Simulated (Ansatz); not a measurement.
What does this script print? It uses Ansatz's Python interface.

The script, `cas.py`:
```python
import logging
import sys
import warnings

import ansatz

logging.basicConfig(stream=sys.stdout, format="%(name)s: %(message)s")
logger = logging.getLogger("calc")
logger.setLevel(logging.INFO)

warnings.simplefilter("ignore", ansatz.DeckWarning)

geometry = (
    ansatz.Crystal.molecule()
    .atom("Al", (-1.3715, 0.2618, -0.7382))
    .atom("S", (-0.894, -1.005, 1.0218))
    .atom("Al", (1.2664, -0.4367, 0.8519))
    .atom("H", (-1.2977, -0.2849, -2.2316))
    .atom("H", (-1.7978, 1.8338, -0.5402))
    .atom("H", (1.8505, 0.8566, 1.6453))
    .atom("H", (2.3055, -1.2936, -0.0549))
)

model = geometry.calculation()
model = model.basis(gaussian="def2-SVP")
model = model.correlation(active_electrons=4, active_orbitals=4)
for method in ["sc_nevpt2"]:
    summary = (model if method is None else model.correlation(method)).run().report
    space = summary["configurations"]
    state = space["states"][0]
    print(method or "casscf", f"total {summary['free_energy_ev'] / 27.211386246:.6f} Ha, active-space state {state['energy']['hartree']:.6f} Ha, mean field {summary['reference_energy_ev'] / 27.211386246:.6f} Ha")
    print("  determinants", state["n_determinants"], " natural occupations", [round(n, 3) for n in space["natural_occupations"]])
```

Output of `python cas.py`:
```text
sc_nevpt2 total -883.718964 Ha, active-space state -883.491662 Ha, mean field -883.462335 Ha
  determinants 36  natural occupations [1.984, 1.971, 0.023, 0.022]
```

What to keep in mind:
- Total energies depend on the basis set; only differences at equal settings carry meaning.
- The geometry is a force-field or estimated start, not a minimum of this method, and the basis set is short of its limit. The active space starts as a window about the frontier orbitals and is then optimised, not chosen by chemistry.
- Wall time of the script: 6.2 s on 1 thread of Arm Neoverse V1, on a shared host, peak memory 0.21 GiB.
